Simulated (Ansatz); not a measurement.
**CCSD(T) forces**

BNH5O (SMILES [NH3+]BO) (charge +1), singlet, at a frame of a short PBE0-D4/def2-SVP trajectory.

```
8
angstrom
N -0.4958 0.7357 -0.3784
B 0.5181 -0.2113 0.3034
O 0.1125 -1.4537 0.2965
H -1.2908 0.1910 -0.7428
H -0.1077 1.2103 -1.1843
H -0.8519 1.4770 0.2966
H 1.4836 0.2493 0.7424
H 0.6137 -2.2092 0.6501
```

Ansatz 0.2.0; basis: def2-TZVPP; cores frozen in the correlated methods.

CCSD(T) forces from the calculation:
```tsv
atom	Fx	Fy	Fz (eV/Å)
N1	-1.174	0.558	0.742
B2	0.285	-0.102	0.186
O3	-0.459	-1.125	-0.151
H4	0.031	0.218	0.323
H5	0.325	0.423	-0.182
H6	0.445	-1.010	-1.079
H7	0.574	0.332	0.224
H8	-0.027	0.707	-0.063
```

Root-mean-square difference of the force components from those of CCSD(T): PBE-D4 0.197; r2SCAN-D4 0.096; PBE0-D4 0.145; wB97M-V 0.082 eV/Å.

T1 diagnostic: at most 0.012.

For scale, one of the runs: CCSD(T)/def2-TZVPP forces, 163 basis functions, launched by `ansatz run in.yaml --threads 2 --pin off --events-out ev --progress --plain --max-ram 3481MiB`. The run took 85 s on 2 CPU threads of an Arm Neoverse V2 (shared host), with 2.4 GiB of host memory at its peak.
